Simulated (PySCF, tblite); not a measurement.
Compound: CHO (doublet state).
Numbering: `[CH:1]=[O:2]` (hydrogens: H3 on C1)

Geometry (GFN2-xTB, Å), atoms numbered from 1 in this order:
```xyz
3
CHO angstrom
C     -0.0331    0.3353   -0.0028
O      1.0431   -0.1488   -0.0115
H     -0.9985   -0.1890    0.0018
```

The geometry is computed with GFN2-xTB (gas phase). This method treats the open shell by occupation alone, without spin polarisation.

Masses are those of the commonest isotopes; rigid-rotor values at the optimised geometry. 

Q: What are A, B and C (GHz)?

A: Ia = 0.62, Ib = 11.42, Ic = 12.04 u·Å²; 505379 MHz·u·Å²/I gives 812803, 44272 and 41985 MHz, that is A = 812.80, B = 44.272, C = 41.985 GHz.

Q: What kind of rotor is it?

A: A near-prolate asymmetric top. Ray's parameter κ = (2B − A − C)/(A − C) = -0.994; −1 is the prolate and +1 the oblate limit.

Q: List the rotational levels J(Ka,Kc) to J = 5 (MHz).

A: Above 0(0,0):
J = 1: 1(0,1) 86257, 1(1,1) 854788, 1(1,0) 857075
J = 2: 2(0,2) 258767, 2(1,2) 1025016, 2(1,1) 1031876, 2(2,1) 3337468, 2(2,0) 3337473
J = 3: 3(0,3) 517518, 3(1,3) 1280354, 3(1,2) 1294075, 3(2,2) 3596240, 3(2,1) 3596265, 3(3,1) 7444613, 3(3,0) 7444613
J = 4: 4(0,4) 862496, 4(1,4) 1620799, 4(1,3) 1643668, 4(2,3) 3941265, 4(2,2) 3941341, 4(3,2) 7789652, 4(3,1) 7789652, 4(4,1) 13177361, 4(4,0) 13177361
J = 5: 5(0,5) 1293681, 5(1,5) 2046346, 5(1,4) 2080649, 5(2,4) 4372540, 5(2,3) 4372718, 5(3,3) 8220956, 5(3,2) 8220956, 5(4,2) 13608658, 5(4,1) 13608658, 5(5,1) 20535714, 5(5,0) 20535714

For this open shell read J as N, the rotation without spin; fine and hyperfine splittings come on top. Its GFN2-xTB frequencies are all real (lowest 1047 cm⁻¹). Constants of a rigid frame at the computed geometry: no zero-point averaging, no centrifugal distortion.
